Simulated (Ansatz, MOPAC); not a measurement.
Process, species as SMILES: F[Si](F)(F)F [tetrafluorosilane] → F[Si](F)F + F atom (the F-Si bond breaks)

Wanted: bond dissociation energy (enthalpy at 298 K), in kcal/mol. Terms: dispersion terms only where a functional's name holds one; six Cartesian d functions in 6-31G* and its kin unless marked 5d; non-relativistic; no spin-orbit coupling; UHF or UKS for open shells; valence correlation only. CBS marks a two-point X^-3 extrapolation of the correlation energy; Hartree-Fock from the larger set. [CCSD(T)-MP2]/basis is that difference in the basis named. First-principles rows: single points at B3LYP-D3(BJ) geometries (Ansatz, a quantum-chemistry and plane-wave program), with unscaled harmonic terms from B3LYP/6-31G* at its own minima. Semi-empirical rows: MOPAC heats of formation at their own minima for 298 K.

| species | coefficient | E at B3LYP/6-31G* (Ansatz), Eh | E at wB97X-V/def2-TZVPD (Ansatz), Eh | H(298 K) - E, kcal/mol | heat of formation at PM3 (MOPAC), kcal/mol |
|---|---|---|---|---|---|
| F[Si](F)(F)F | -1 | -689.10808 | -689.15908 | 11.66 | -390.58 |
| F[Si](F)F | +1 | -589.13647 | -589.16345 | 8.54 | -260.83 |
| F atom | +1 | -99.71553 | -99.73522 | 1.48 | 18.89 |

Coupled cluster (Ansatz) is a level with limits of its own, used here on species with T1 under 0.025 (0.045 for open shells) and stable references: RI-MP2/CBS(cc-pV(T+d)Z,cc-pV(Q+d)Z)+[CCSD(T)-MP2]/cc-pV(T+d)Z. Value to compare with, RI-MP2/CBS(cc-pV(T+d)Z,cc-pV(Q+d)Z)+[CCSD(T)-MP2]/cc-pV(T+d)Z (Ansatz): 166.7 kcal/mol. 1 Eh = 627.5095 kcal/mol.

Question: Work the quantity out at each level, and compare with RI-MP2/CBS(cc-pV(T+d)Z,cc-pV(Q+d)Z)+[CCSD(T)-MP2]/cc-pV(T+d)Z (Ansatz).

Answer: 
- B3LYP/6-31G*: the sum of coefficient times E is 0.25608 Eh, or 160.69 kcal/mol; the thermal terms add -1.64. Result: 159.1 kcal/mol. Its difference against RI-MP2/CBS(cc-pV(T+d)Z,cc-pV(Q+d)Z)+[CCSD(T)-MP2]/cc-pV(T+d)Z (Ansatz) is -7.6 kcal/mol.
- wB97X-V/def2-TZVPD: the sum of coefficient times E is 0.26041 Eh, or 163.41 kcal/mol; the thermal terms add -1.64. Result: 161.8 kcal/mol. Its difference against RI-MP2/CBS(cc-pV(T+d)Z,cc-pV(Q+d)Z)+[CCSD(T)-MP2]/cc-pV(T+d)Z (Ansatz) is -4.9 kcal/mol.
- PM3: the sum of coefficient times heat of formation is 148.64 kcal/mol; it needs no thermal term. Its difference against RI-MP2/CBS(cc-pV(T+d)Z,cc-pV(Q+d)Z)+[CCSD(T)-MP2]/cc-pV(T+d)Z (Ansatz) is -18.1 kcal/mol.
